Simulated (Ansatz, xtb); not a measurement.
# AlH3NSi+: which of two structures lies lower

Structure I is a singlet given by its coordinates and structure II is a singlet given by its coordinates. Both are isolated ions in the gas phase, relaxed with r2SCAN-D4/def2-SVP.

I (Å):

```xyz
6

Al   -0.0624    1.7657   -0.4651
N    -1.5062    0.4572   -0.0125
Si   -2.2466   -0.7503   -0.8634
H    -1.8527    0.5669    0.9516
H    -3.3118   -1.5933   -0.2826
H    -1.7976   -0.9618   -2.2527
```

Close contacts (Å): Al1–N2 2.00, N2–Si3 1.65, N2–H4 1.03, Si3–H5 1.48, Si3–H6 1.48.

II (Å):

```yaml
atoms:
  - { symbol: Al, position_ang: [1.0069, 0.6932, 0.3892] }
  - { symbol: N, position_ang: [0.0652, -0.7287, 0.9356] }
  - { symbol: Si, position_ang: [0.2641, -1.6585, -0.5059] }
  - { symbol: H, position_ang: [1.2003, -0.2287, -1.0319] }
  - { symbol: H, position_ang: [-0.4561, -1.0307, 1.7611] }
  - { symbol: H, position_ang: [1.5595, 2.1108, 0.6971] }
```

Close contacts (Å): Al1–N2 1.79, Al1–Si3 2.62, N2–Si3 1.73, Al1–H4 1.70, Al1–H6 1.55, N2–H5 1.02, Si3–H4 1.79.

**Question.** Which of the two would you expect CCSD(T)/def2-TZVPP electronic energies to favour?

**Answer.** Too close to call at this level: CCSD(T)/def2-TZVPP gives E(II) − E(I) = +2.28 kJ/mol.

Level by level:

```json
{"level": "r2SCAN-D4/def2-SVP", "geometry": "r2SCAN-D4/def2-SVP", "E(II) − E(I) (kJ/mol)": "−11.64", "departure from the last row (kJ/mol)": "−13.92", "job, with rough time for the two": "optimisation, 1.7 min"}
{"level": "HF/def2-TZVPP", "geometry": "r2SCAN-D4/def2-SVP", "E(II) − E(I) (kJ/mol)": "+19.51", "departure from the last row (kJ/mol)": "+17.23", "job, with rough time for the two": "part of the CCSD(T) run"}
{"level": "MP2/def2-TZVPP", "geometry": "r2SCAN-D4/def2-SVP", "E(II) − E(I) (kJ/mol)": "+1.60", "departure from the last row (kJ/mol)": "−0.68", "job, with rough time for the two": "part of the CCSD(T) run"}
{"level": "CCSD(T)/def2-TZVPP", "geometry": "r2SCAN-D4/def2-SVP", "E(II) − E(I) (kJ/mol)": "+2.28", "departure from the last row (kJ/mol)": "", "job, with rough time for the two": "single point, 1.8 min"}
```

The largest departure from CCSD(T)/def2-TZVPP is that of HF/def2-TZVPP, 17.23 kJ/mol. Levels run at GFN2-xTB geometries aren't shown.

With harmonic frequencies from r2SCAN-D4/def2-SVP (ideal gas, rigid rotor, one conformer each, 298.15 K, 1 atm): on the last row, ΔE + ΔZPE = +0.47, ΔH = −0.99, ΔG = +2.65 kJ/mol.

The correlated steps freeze 11 core orbitals. Programs: Ansatz 0.2.0; the last row on 1 thread of AMD EPYC (Zen 3) on a shared host.
